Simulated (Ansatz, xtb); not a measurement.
Isomers of CH4Si2+ in order of energy

4 gas-phase structures of CH4Si2+, found in a search over its isomers (lower ones may exist). Each was relaxed with GFN2-xTB:

A. a doublet given by its coordinates
B. the doublet with the links of `C=[Si][SiH2+]`
C. the doublet with the links of `C1[SiH][SiH+]1`
D. a doublet given by its coordinates

D (Å):

```yaml
atoms:
  - { symbol: C, position_ang: [-2.0762, -0.8261, 2.2626] }
  - { symbol: Si, position_ang: [-1.7955, -2.7165, 2.5635] }
  - { symbol: Si, position_ang: [-0.3224, -0.5527, 1.5870] }
  - { symbol: H, position_ang: [-2.8656, -0.5998, 1.5450] }
  - { symbol: H, position_ang: [-2.2906, -0.2582, 3.1686] }
  - { symbol: H, position_ang: [-0.0992, -0.6284, 0.1552] }
  - { symbol: H, position_ang: [0.7114, -0.0461, 2.4699] }
```

Close contacts (Å): C1–Si2 1.93, C1–Si3 1.90, Si2–Si3 2.79, C1–H4 1.09, C1–H5 1.09, Si3–H6 1.45, Si3–H7 1.45.

A (Å):

```xyz
7

C    -0.5115    0.6821   -0.9925
Si    0.2403    0.2317    0.6904
Si    1.0574   -0.2278    2.7164
H     2.1100   -1.1292    2.1076
H    -1.2283   -0.0679   -1.3445
H    -1.0397    1.6398   -0.9579
H     0.2613    0.7742   -1.7638
```

Close contacts (Å): C1–Si2 1.90, Si2–Si3 2.23, C1–H5 1.10, C1–H6 1.09, C1–H7 1.10, Si3–H4 1.51.

Make a reasoned guess at their ranking by r2SCAN-D4/def2-SVP single-point energy.

Calculated order at r2SCAN-D4/def2-SVP: D (0.0), A (6.4), B (26.1), C (36.1) kcal/mol.

Energies above the lowest of each column, in kcal/mol:

```tsv
structure	GFN2-xTB	HF/STO-3G	r2SCAN-D4/def2-SVP
D	15.7	0.0	0.0
A	0.0	7.4	6.4
B	19.8	37.1	26.1
C	22.8	55.5	36.1
```

r2SCAN-D4/def2-SVP puts D lowest; GFN2-xTB picks A. Some further structures that were screened fall inside this span and aren't listed. Flexible structures stand in one conformer each, not always the lowest. Frequencies (B3LYP-D3(BJ)/6-311G**) were run for D alone. Open shells are spin-unrestricted, some with notable spin contamination.

Over these structures GFN2-xTB departs from r2SCAN-D4/def2-SVP by 9.1 kcal/mol on average once a common shift is removed. A GFN2-xTB relaxation took about 0.082 s and the r2SCAN-D4/def2-SVP energy about 1.1 s on a shared host (Ansatz 0.2.0, xtb 6.7.1 (Pople sets with spherical d functions)).
